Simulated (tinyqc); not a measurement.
Worked calculation: LCCD on RHF in the sto-3g basis, frozen core, for H3O+, spin multiplicity 1. One step of it, computed by the program tinyqc.

Task: LCCD: starting amplitudes. t_ij^ab = <ij||ab> / (e_i + e_j - e_a - e_b), whose energy is MP2.

orbital energies (hartree): MO1 -20.879514, MO2 -1.833604, MO3 -1.153235, MO4 -1.153217, MO5 -0.939467, MO6 0.145561, MO7 0.330750, MO8 0.330977

Two-electron integrals over orbitals (pq|rs), unique and non-zero (hartree); the lowest 1 orbital is frozen and left out:
```
(22|22) 0.733789    (32|32) 0.143803    (33|22) 0.675023    (33|33) 0.688909
(42|22) -0.000081   (42|33) -0.033624   (42|42) 0.143768    (43|32) -0.033599
(43|43) 0.042527    (44|22) 0.674952    (44|33) 0.603782    (44|42) 0.033678
(44|44) 0.688876    (52|22) -0.025747   (52|33) 0.001479    (52|42) -0.000008
(52|44) 0.001471    (52|52) 0.140289    (53|32) 0.005729    (53|43) 0.002713
(53|53) 0.036434    (54|22) 2.05e-06    (54|33) 0.002724    (54|42) 0.005718
(54|44) -0.002698   (54|52) 0.000035    (54|54) 0.036433    (55|22) 0.740887
(55|33) 0.669219    (55|42) 0.000016    (55|44) 0.669184    (55|52) 0.064790
(55|54) 0.000040    (55|55) 0.882944    (62|22) 0.143695    (62|33) 0.104100
(62|42) 0.000077    (62|44) 0.104054    (62|52) -0.020633   (62|54) 0.000020
(62|55) 0.157139    (62|62) 0.082757    (63|32) -0.009410   (63|43) 0.022819
(63|53) 0.005044    (63|63) 0.050001    (64|22) 0.000266    (64|33) 0.023046
(64|42) -0.009542   (64|44) -0.022626   (64|52) 0.000036    (64|54) 0.005062
(64|55) 0.000307    (64|62) 0.000177    (64|64) 0.050155    (65|22) -0.054532
(65|33) -0.029513   (65|42) 0.000040    (65|44) -0.029477   (65|52) 0.054341
(65|54) 0.000046    (65|55) -0.034884   (65|62) -0.037343   (65|64) -0.000055
(65|65) 0.038026    (66|22) 0.541856    (66|33) 0.519161    (66|42) 0.000275
(66|44) 0.519392    (66|52) -0.045471   (66|54) -0.000032   (66|55) 0.518224
(66|62) 0.059994    (66|64) -0.000053   (66|65) -0.032862   (66|66) 0.481501
(72|22) 0.000280    (72|33) -0.013526   (72|42) -0.044588   (72|44) 0.013878
(72|52) -0.000010   (72|54) -0.014761   (72|55) 0.000289    (72|62) 0.000082
(72|64) -0.037179   (72|65) -0.000065   (72|66) 0.000111    (72|72) 0.051154
(73|32) -0.041995   (73|43) 0.004398    (73|53) 0.003286    (73|63) 0.023070
(73|73) 0.034158    (74|22) -0.153635   (74|33) -0.129432   (74|42) 0.041937
(74|44) -0.120702   (74|52) -0.028488   (74|54) -0.003297   (74|55) -0.185562
(74|62) -0.083110   (74|64) -0.023221   (74|65) 0.018702    (74|66) -0.045246
(74|72) 0.000697    (74|74) 0.143040    (75|22) -0.000038   (75|33) 0.008599
(75|42) -0.030946   (75|44) -0.008664   (75|52) 0.000097    (75|54) -0.023571
(75|55) -0.000013   (75|62) -0.000058   (75|64) 0.008835    (75|65) 0.000018
(75|66) -0.000111   (75|72) 0.009040    (75|74) -0.011094   (75|75) 0.027277
(76|22) 0.000027    (76|33) 0.040493    (76|42) -0.101919   (76|44) -0.040634
(76|52) -0.000054   (76|54) 0.006725    (76|55) -0.000054   (76|62) -0.000012
(76|64) 0.043711    (76|65) -0.000069   (76|66) -0.000351   (76|72) 0.001484
(76|74) -0.049879   (76|75) 0.024446    (76|76) 0.118029    (77|22) 0.591698
(77|33) 0.539799    (77|42) 0.031693    (77|44) 0.612023    (77|52) 0.000139
(77|54) -0.007475   (77|55) 0.588503    (77|62) 0.073301    (77|64) -0.039141
(77|65) -0.017166   (77|66) 0.496627    (77|72) 0.023386    (77|74) -0.066595
(77|75) -0.009828   (77|76) -0.057886   (77|77) 0.590322    (82|32) 0.044546
(82|43) 0.013748    (82|53) 0.014761    (82|63) 0.037191    (82|73) 0.000956
(82|82) 0.051154    (83|22) 0.153545    (83|33) 0.120663    (83|42) 0.042024
(83|44) 0.129429    (83|52) 0.028483    (83|54) -0.003264   (83|55) 0.185526
(83|62) 0.083113    (83|64) -0.022930   (83|65) -0.018661   (83|66) 0.045514
(83|72) 0.001031    (83|74) -0.077595   (83|75) -0.011141   (83|76) -0.050024
(83|77) 0.100595    (83|83) 0.143107    (84|32) 0.042025    (84|43) -0.004376
(84|53) -0.003271   (84|63) -0.022999   (84|73) -0.031474   (84|82) -0.000885
(84|84) 0.034112    (85|32) 0.030940    (85|43) -0.008609   (85|53) 0.023573
(85|63) -0.008790   (85|73) -0.011128   (85|82) 0.009033    (85|84) 0.011127
(85|85) 0.027269    (86|32) 0.101834    (86|43) -0.040410   (86|53) -0.006689
(86|63) -0.043423   (86|73) -0.049975   (86|82) 0.001516    (86|84) 0.049940
(86|85) 0.024401    (86|86) 0.117658    (87|32) 0.032157    (87|43) -0.036280
(87|53) -0.007497   (87|63) -0.039396   (87|73) -0.017301   (87|82) -0.023253
(87|84) 0.017250    (87|85) 0.009915    (87|86) 0.058192    (87|87) 0.048298
(88|22) 0.591770    (88|33) 0.612179    (88|42) -0.032010   (88|44) 0.539690
(88|52) 0.000140    (88|54) 0.007504    (88|55) 0.588533    (88|62) 0.073354
(88|64) 0.039545    (88|65) -0.017209   (88|66) 0.496299    (88|72) -0.023107
(88|74) -0.100720   (88|75) 0.009876    (88|76) 0.058137    (88|77) 0.494548
(88|83) 0.066374    (88|88) 0.590699
```

Give: Starting amplitudes; correlation energy.

Result:

Starting amplitudes (spin orbitals 1a, 1b, ...; amplitudes related by a flip of all spins are not repeated; the 24 largest):
```
from      to        t
3a 3b  8a 8b  -0.0482
4a 4b  7a 7b  -0.0482
3a 4b  7b 8a  -0.0261
2a 4b  6a 7b   0.0240
2a 3b  6a 8b  -0.0240
2a 2b  6a 6b  -0.0209
4a 4b  6a 6b  -0.0193
3a 3b  6a 6b  -0.0192
5a 5b  6a 6b  -0.0175
3a 4a  7a 8a  -0.0155
2a 4a  6a 7a   0.0133
2a 3a  6a 8a  -0.0133
2a 5b  6a 6b   0.0122
2a 2b  7a 7b  -0.0118
2a 2b  8a 8b  -0.0118
3a 3b  7a 7b  -0.0115
4a 4b  8a 8b  -0.0115
2a 3b  6b 8a   0.0107
5a 5b  7a 7b  -0.0107
2a 4b  6b 7a  -0.0107
5a 5b  8a 8b  -0.0107
3a 4b  7a 8b   0.0106
4a 4b  6a 7b   0.0083
3a 3b  6a 7b  -0.0083
```

correlation energy = -0.042579 hartree
